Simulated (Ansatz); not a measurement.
**PO (Phosphorus monoxide): where methods fail along a bond**

PO has 2 atoms, charge 0, and is taken as a doublet. SMILES: `O=[P]`. The coordinates come from a PBE0-D4/def2-TZVP relaxation.

```xyz
2

O     0.0000    0.0000   -0.0095
P     0.0000    0.0000    1.4645
```

The O1–P2 distance is scanned; the parts on either side stay rigid. Basis STO-3G, 6 core orbitals frozen in the correlated methods; program Ansatz 0.2.0. FCI is exact within this basis and core. Energies in eV from each method's value at 1.474 Å; open shells run as named; a dash marks a point that is missing or didn't converge. The shape above is that at 1.474 Å.

```
distance (Å)  USVWN5  UBLYP  UPBE0  UCCSDT  UCCSDT(Q)  UCCSDTQ   FCI
       1.455    0.13   0.15   0.11    0.13       0.14     0.13  0.13
       1.474    0.00   0.00   0.00    0.00       0.00     0.00  0.00
       1.819    1.02   0.73   1.08    0.72       0.69     0.67  0.67
       1.842    1.21   0.91   1.22    0.86       0.84     0.81  0.81
       2.183    3.97   3.22   3.13    2.59       2.60     2.54  2.54
       2.211    4.16   3.38   3.26    2.69       2.69     2.64  2.64
       2.910    6.71   5.59   4.73    3.52       3.53        –  3.52
       2.948    6.76   5.64   4.75    3.53       3.54        –  3.53
       3.638    7.14   5.97   4.91    3.58       3.59        –  3.59
       3.685    7.14   5.97   4.91    3.58       3.59        –  3.59
```

Departure from the FCI curve at its largest: USVWN5 +3.56 eV at 3.69 Å; UBLYP +2.39 eV at 3.69 Å; UPBE0 +1.32 eV at 3.69 Å; UCCSDT +0.06 eV at 1.84 Å; UCCSDT(Q) +0.06 eV at 2.18 Å; UCCSDTQ within 0.005 eV. For the functionals part of the departure is owed to the small basis.
